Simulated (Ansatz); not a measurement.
Zinc-blende AlP, relaxed in Ansatz (plane waves) with several semilocal functionals. Each gives its own volume and its own zone-centre TO phonon frequency:

```
level  V0 (Å³/atom)  zone-centre TO phonon frequency (cm⁻¹)   ln V0  ln ω_TO
-----  ------------  --------------------------------------  ------  -------
LDA          20.054                                   440.3  2.9984   6.0875
PBE          20.884                                   426.6  3.0390   6.0558
RPBE         21.294                                   420.2  3.0584   6.0407
BLYP         21.502                                   413.4  3.0681   6.0244
```

Question: Fit a straight line to ln ω_TO against ln V0. What does it predict for revPBE, whose volume is 21.191 Å³/atom?

Answer: With x = ln V0 and y = ln ω_TO: means 3.04097 and 6.05210; Σ(Δx Δy) = -0.002464, Σ(Δx²) = 0.002856, so the slope is -0.863. At x = 3.0536 the line gives y = 6.05210 + (-0.863) × (3.0536 − 3.04097) = 6.0412, or 420.4 cm⁻¹. The run with revPBE gives 421.7 cm⁻¹, +0.3 % from the line. The rows used scatter about it by up to 0.4 %, while the largest value lies 7 % above the smallest.

Ansatz's density-functional and Hartree–Fock values are scalar-relativistic unless marked +SOC, with PAW data made under PBE.

Ansatz is a first-principles code.
